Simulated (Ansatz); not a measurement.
## Worked example: correlation energy of HCB, singlet

Geometry: a point of a stretch scan, not a stationary point.

```xyz
3

B     0.0000    0.1553    1.2558
C     0.0000   -0.1798   -0.9762
H     0.0000    0.4771   -1.8374
```

Basis 6-31G; Ansatz 0.2.0. Only valence electrons are correlated (noble-gas cores frozen), which leaves 8 electrons in 18 orbitals. R marks a restricted (for open shells ROHF) determinant.

Full CI is exact within this basis and frozen core; it isn't the basis-set limit.

Runs differ by some tens of microhartree through their thresholds, so steps under 0.03 kcal/mol mean nothing.

```json
{"level": "RHF", "total energy (hartree)": "-62.764822"}
{"level": "RMP2", "total energy (hartree)": "-62.872125"}
{"level": "RCCSD", "total energy (hartree)": "-62.915791"}
{"level": "RCCSD(T)", "total energy (hartree)": "-62.921641"}
{"level": "RCCSDT", "total energy (hartree)": "-62.924327"}
{"level": "RCCSDT(Q)", "total energy (hartree)": "-62.925776"}
{"level": "RCCSDTQ*", "total energy (hartree)": "-62.926072"}
{"level": "full CI", "total energy (hartree)": "-62.926153"}
```

**Question.** What is the correlation energy at full CI, and what share of it do RMP2 and RCCSDT recover?

**Answer.** E(corr) = -62.926153 − (-62.764822) = -0.161331 hartree = -4.390 eV. RMP2: -0.107303 / -0.161331 = 66.51 %. RCCSDT: -0.159505 / -0.161331 = 98.87 %.

**Question.** By how many kcal/mol does RCCSD(T) miss full CI (1 hartree = 627.509 kcal/mol), and which steps make up the rest?

**Answer.** -62.921641 − (-62.926153) = 0.004512 hartree = 2.83 kcal/mol. Steps: RCCSDT − RCCSD(T) = -1.69, RCCSDT(Q) − RCCSDT = -0.91, RCCSDTQ − RCCSDT(Q) = -0.19, full CI − RCCSDTQ = -0.05 kcal/mol. With more than one leading determinant such errors change with state and geometry, and needn't cancel in differences.

An asterisk marks runs whose energy the program itself flagged as in doubt.
